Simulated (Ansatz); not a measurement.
# CdW2: from a trial structure to a relaxed crystal

Method: Ansatz, DFT PBE, scalar-relativistic, plane waves, PAW. Cutoff 420 eV, Γ-centred k mesh, Gaussian smearing, no spin polarisation in the final step.

CdW2 was placed on the sites of a reported TbCd2 cell (P6/mmm, No. 191), with Cd in place of Tb, W in place of Cd, at a guessed volume.

```
Cd W
1.0
     4.39561    0.00000    0.00000
    -2.19781    3.80671    0.00000
     0.00000    0.00000    3.09172
Cd W
1 2
Direct
  0.00000 0.00000 0.00000
  0.33333 0.66667 0.50000
  0.66667 0.33333 0.50000
```

Steps on the 6×6×6 mesh (3 atoms). 6 of 6 steps are shown, and the free energy counts from the last. Trial steps that were taken back and renewals of the plane-wave basis can be among the rows.

```tsv
step	ΔF (meV/atom)	V (Å³/atom)	P (GPa)
1	275.2	17.24	10.51
2	107.8	18.25	-4.64
3	17.8	17.76	-1.95
4	12.2	17.28	2.79
5	0.3	17.53	-0.19
6	0.0	17.53	-0.20
```

A final relaxation ran on a 12×12×16 mesh. The relaxed crystal, P6/mmm (No. 191):

```
Cd W
1.0
     4.69941    0.00000    0.00000
    -2.34971    4.06981    0.00000
     0.00000    0.00000    2.75483
Cd W
1 2
Direct
  0.00000 0.00000 0.00000
  0.33333 0.66667 0.50000
  0.66667 0.33333 0.50000
```

* Volume per atom: 17.56 Å³
* Density: 15.13 g/cm³
* Energy over the elements: 0.72 eV/atom
* Gap on the 12×12×16 mesh: 0 eV (a metal)

Formation energies are uncorrected and refer to the elements' standard structures at the same level.

The final run used a 12×12×16 mesh on its 3-atom cell and 0.10 eV smearing. The k mesh leaves about 4 meV/atom of noise in metals. Spin–orbit coupling is left out.

Symmetry constrained the relaxation, so the result can be a saddle point.

Cost: 3 runs of about 0.67 core-minutes in all, on Intel Xeon 6975P-C (Granite Rapids) (shared hosts).